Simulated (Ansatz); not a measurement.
The same path of C$_{3}$H$_{7}$FO$_{2}$ (13 atoms, charge 0, multiplicity 1) was run twice with different band settings. Lost on the way: C3–H10. Made: O4–H10.

Theory: Ansatz, RKS PBE0-D4/def2-SVP.

Relaxed end points:

```xyz
13
Properties=species:S:1:pos:R:3
O -0.206 -2.066 -0.154
C -0.517 -0.807 0.394
C 0.525 0.158 -0.144
O 0.551 0.093 -1.540
C 0.271 1.581 0.287
F -1.024 1.960 0.037
H -0.970 -2.644 -0.075
H -1.512 -0.451 0.072
H -0.495 -0.819 1.502
H 1.511 -0.130 0.286
H 0.473 -0.847 -1.753
H 0.949 2.250 -0.267
H 0.465 1.688 1.369
```

```xyz
13
Properties=species:S:1:pos:R:3
O -0.181 -2.012 -0.070
C -0.583 -0.755 0.498
C 0.568 0.180 0.316
O 0.801 -0.111 -1.334
C 0.220 1.594 0.440
F -1.039 1.994 -0.056
H -0.971 -2.532 -0.253
H -1.526 -0.438 -0.001
H -0.785 -0.837 1.581
H 1.767 -0.105 -1.354
H 0.558 -1.079 -1.239
H 0.966 2.249 -0.039
H 0.225 1.816 1.524
```

Common settings: movable images 7; climbing image yes; spring 5.0 eV/Å²; optimiser quadratic models (default); force threshold 0.05 eV/Å; iteration limit 60; end points relaxed.

| run | start path |
| --- | --- |
| 1 | through a guess of the saddle point |
| 2 | straight line |

(1) What does each run give, and how far can it be trusted?

Results:

(1) Run 1: converged after 13 iterations, highest image 3.464 eV above the first end. Neighbouring images differ by up to 1.3 eV, so the band resolves the path poorly. A vibrational analysis at the climbing image gives one clearly imaginary mode, 756i cm⁻¹: a first-order saddle point.
Run 2: converged after 10 iterations, highest image 3.464 eV above the first end. Neighbouring images differ by up to 1.3 eV, so the band resolves the path poorly. Another band between the same ends (7 images) ends at a top of the same energy, where a vibrational analysis finds 1 clearly imaginary mode.
The orbitals stay closed-shell, which can raise the energy where a bond breaks towards radicals; this wasn't checked here.
